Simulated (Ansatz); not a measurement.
# F4: the cost of one run

Method: RKS PBE-D4/def2-SVP; program: Ansatz 0.2.0, Gaussian basis.

Levels: PBE-D4, revPBE-D4, BLYP-D4, r2SCAN-D4, B97M-V, PBE0-D4, B3LYP-D4, HSE06-D4, wB97X-V, wB97M-V, B2PLYP, Hartree-Fock, MP2, CCSD, CCSD(T). The reference is CCSD(T) extrapolated to the basis limit.

Correlated methods freeze the cores. B3LYP uses VWN-RPA correlation. B2PLYP carries no dispersion term here.

164 further runs of the same task are left out: 164 set aside as unsound or not needed.

### 1 The system as given

The pair, from a GFN2-xTB docking trial: 4 atoms, charge 0, spin multiplicity 1.

Atoms are counted from 1 here; the program's logs count them from 0.

Bond lengths: F1–F2 1.404 Å, F3–F4 1.405 Å.

Geometry (Å):

```
F    -0.49480    0.32140   -1.49660
F     0.43480   -0.26460   -2.37080
F     0.07010   -0.37520    1.32380
F    -0.01010    0.31840    2.54350
```

Atoms 1 to 2 are fragment A (F₂), the rest fragment B (F₂).

### 2 A first relaxation in a small basis

File pre/in.yaml:

```yaml
crystal:
  periodic: [false, false, false]
  atoms:
    - {symbol: F, position_ang: [-0.494800, 0.321400, -1.496600]}
    - {symbol: F, position_ang: [0.434800, -0.264600, -2.370800]}
    - {symbol: F, position_ang: [0.070100, -0.375200, 1.323800]}
    - {symbol: F, position_ang: [-0.010100, 0.318400, 2.543500]}
basis:
  gaussian: {orbitals: def2-SVP}
hamiltonian: {xc: pbe, dispersion: d4}
relax: {f_tol: 0.03, max_steps: 250}
```

Command:

```console
> ansatz run in.yaml --threads 2 --pin off --events-out ev --progress --plain --max-ram 5222MiB
```

**Question.** How long does this run take on 2 threads of Intel Xeon Platinum 8375C at 2.90GHz, shared host?

About 3.6 s.
